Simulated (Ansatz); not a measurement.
Z-matrix (Å, degrees):
```
C
H 1 1.1205
H 1 1.1205 2 141.63
H 1 1.1205 2 96.20 3 -108.19
H 1 1.1205 2 96.20 4 -143.61
```
Charge +1, spin multiplicity 2.

These are frozen-core CCSD(T)/def2-TZVPP // PBE0-D3(BJ)/def2-TZVP (Ansatz, an electronic-structure program) values and carry that method's errors.

```yaml
HF energy: -39.77495 Ha
MP2 correlation energy: -0.16396 Ha
```

Problem. Estimate the CCSD correlation energy, the (T) correction, the total energy and the T1 diagnostic.

Solution. 
| Item | Value |
|---|---|
| CCSD correlation energy | -0.18559 Ha |
| (T) correction | -0.00525 Ha |
| CCSD(T) total energy | -39.96579 Ha |
| T1 diagnostic | 0.009 |
